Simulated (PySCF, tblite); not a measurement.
# CH₂NSi radical: geometry, infrared bands and EPR parameters

Wanted: the infrared bands and EPR parameters of CH₂NSi radical (`N#C[SiH2]`), by calculation.

Programs: tblite 0.8.0 and PySCF 2.14.0, with density-fitted response routines of our own. Each step states its level of theory. These are calculated values for one molecule in the gas phase, unless marked as measured. Atoms are numbered from 0 throughout.

## 1. The molecule as given

5 atoms, charge 0, multiplicity 2; geometry from: force field or distance geometry start.

Bonds of the start (Å): N0–C1 1.18, C1–Si2 1.82, Si2–H3 1.50, Si2–H4 1.46.

## 2. Optimising the geometry with GFN2-xTB

Job settings and geometry (Å):

```
{"job": {"kind": "relax", "xc": "GFN2-xTB", "basis": "xTB"}, "charge": 0, "multiplicity": 2}
N      2.234800     0.001700    -0.123100
C      1.074100    -0.004600     0.075200
Si    -0.711000    -0.006000     0.405600
H     -1.321100     1.232000    -0.190000
H     -1.268100    -1.220300    -0.184800
```

Launch:

```bash
$ OMP_NUM_THREADS=1 python probes_run.py task.json out
```

One launch serves the whole session: the jobs run in the order shown.

**Question.** This job is followed by: GFN2-xTB harmonic vibrations, gas phase; UKS B3LYP, pcH-1 on C H N Si, non-relativistic, mean-field spin-orbit, GIAO. What will the session give for the following? strongest single infrared mode (GFN2-xTB); zero-point energy (GFN2-xTB); g(iso) (B3LYP); ⟨S²⟩; largest a(iso) (averaged by class); potential on the surface of density 0.002 e/bohr³, 1st and 99th percentile.

As calculated:

```
                                                                  quantity                    value
                                 strongest single infrared mode (GFN2-xTB)    2433 cm⁻¹, 432 km/mol
                                              zero-point energy (GFN2-xTB)            14.0 kcal/mol
                                                            g(iso) (B3LYP)                  2.00337
                                                                      ⟨S²⟩       0.756 (exact 0.75)
                                        largest a(iso) (averaged by class)  29Si on Si2, -236.3 MHz
potential on the surface of density 0.002 e/bohr³, 1st and 99th percentile       -1.65 V and 1.72 V
```

In words: Over 23 steps the energy fell by 0.151 eV; of the close pairs, Si2–H3 changed most, 1.503 to 1.446 Å. All 9 modes are real, so the xTB geometry is a minimum. The strongest single mode, at 2433 cm⁻¹, moves mainly H3 and H4. Unscaled tight-binding wavenumbers are off by several per cent, some by more. Its intensities can rank the bands wrongly. Most of the unpaired spin sits on Si2 (1.00 e). The isotropic g lies 1.1 ppt above the free-electron value. The conformer search found further structures of the same energy, which may be mirror or relabelled copies of this one.
